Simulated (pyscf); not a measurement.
Structures and frequencies: ωB97X-D3(BJ)/def2-SVP in PySCF. MP2 and CC: frozen core, UHF for open shells. ΔMP2 is the change of the MP2 total energy from the triple- to the quadruple-zeta basis.

Task: What is the homolytic dissociation enthalpy (298 K, CCSD(T)/def2-TZVPP + ΔMP2(QZVPP)) of the In–S bond of HO–In(SH)–Cl (SMILES [OH][In]([SH])[Cl]), to [HO–In–Cl]• + SH•?

Result: In–S to [HO–In–Cl]• + SH•: 72.1 kcal/mol. The radicals are drawn with the spin at the cut bond; how far it spreads was not checked. Other isomers of [HO–In–Cl]• were not searched in full and may lie lower. The CCSD(T) − MP2 part came from Ansatz, without density fitting, on the same reference. The frozen core leaves the outer d or s,p core shells of the metals and heavy elements correlated in the MP2 and CC values, and def2-TZVPP describes them poorly, which can shift differences by a few kcal/mol. Left out: the spin-orbit lowering of SH. Elements past Kr carry the def2 core potentials, without spin-orbit coupling.
